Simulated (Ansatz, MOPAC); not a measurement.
Reaction (SMILES): [Si](C)(F)(C)C + 4 [H][H] (H2) → 3 C (CH4) + F (HF) + [SiH4] (SiH4)

Wanted: energy of full hydrogenation (enthalpy at 298 K), in kcal/mol. Conventions: no spin-orbit coupling; valence correlation only; dispersion terms only where a functional's name holds one; six Cartesian d functions in 6-31G* and its kin unless marked 5d; non-relativistic. CBS(X,Y): correlation extrapolated as X^-3; Hartree-Fock from the larger set. First-principles rows: single points at B3LYP-D3(BJ) geometries (Ansatz, an electronic-structure program), with unscaled harmonic terms from B3LYP/6-31G* (Ansatz) at its own minima. Semi-empirical rows: MOPAC heats of formation at their own minima for 298 K.

```json
[
 {"species": "C[Si](C)(C)F", "coefficient": "-1", "E at B3LYP/6-31G* (Ansatz), Eh": "-509.17669", "E at B3LYP/def2-TZVPD (Ansatz), Eh": "-509.31306", "H(298 K) - E, kcal/mol": "77.61", "heat of formation at MNDO (MOPAC), kcal/mol": "-138.09"},
 {"species": "[H][H] (H2)", "coefficient": "-4", "E at B3LYP/6-31G* (Ansatz), Eh": "-1.17549", "E at B3LYP/def2-TZVPD (Ansatz), Eh": "-1.17969", "H(298 K) - E, kcal/mol": "8.44", "heat of formation at MNDO (MOPAC), kcal/mol": "0.72"},
 {"species": "C (CH4)", "coefficient": "+3", "E at B3LYP/6-31G* (Ansatz), Eh": "-40.51834", "E at B3LYP/def2-TZVPD (Ansatz), Eh": "-40.53767", "H(298 K) - E, kcal/mol": "30.76", "heat of formation at MNDO (MOPAC), kcal/mol": "-11.96"},
 {"species": "F (HF)", "coefficient": "+1", "E at B3LYP/6-31G* (Ansatz), Eh": "-100.42008", "E at B3LYP/def2-TZVPD (Ansatz), Eh": "-100.49371", "H(298 K) - E, kcal/mol": "7.76", "heat of formation at MNDO (MOPAC), kcal/mol": "-59.74"},
 {"species": "[SiH4] (SiH4)", "coefficient": "+1", "E at B3LYP/6-31G* (Ansatz), Eh": "-291.88365", "E at B3LYP/def2-TZVPD (Ansatz), Eh": "-291.91659", "H(298 K) - E, kcal/mol": "22.18", "heat of formation at MNDO (MOPAC), kcal/mol": "1.18"}
]
```

Coupled cluster (Ansatz) is a level with limits of its own, used here on species with T1 under 0.025 (0.045 for open shells) and stable references: CCSD(T)/CBS(cc-pV(T+d)Z,cc-pV(Q+d)Z). Value to compare with, CCSD(T)/CBS(cc-pV(T+d)Z,cc-pV(Q+d)Z) (Ansatz): 25.0 kcal/mol. 1 Eh = 627.5095 kcal/mol.

Task: Compute it at each level from the table, and compare with CCSD(T)/CBS(cc-pV(T+d)Z,cc-pV(Q+d)Z) (Ansatz).

Result: 
- B3LYP/6-31G*: the sum of coefficient times E is 0.01990 Eh, or 12.49 kcal/mol; the thermal terms add 10.85. Result: 23.3 kcal/mol. Its difference against CCSD(T)/CBS(cc-pV(T+d)Z,cc-pV(Q+d)Z) (Ansatz) is -1.7 kcal/mol.
- B3LYP/def2-TZVPD: the sum of coefficient times E is 0.00851 Eh, or 5.34 kcal/mol; the thermal terms add 10.85. Result: 16.2 kcal/mol. Its difference against CCSD(T)/CBS(cc-pV(T+d)Z,cc-pV(Q+d)Z) (Ansatz) is -8.8 kcal/mol.
- MNDO: the sum of coefficient times heat of formation is 40.77 kcal/mol; it needs no thermal term. Its difference against CCSD(T)/CBS(cc-pV(T+d)Z,cc-pV(Q+d)Z) (Ansatz) is 15.8 kcal/mol.
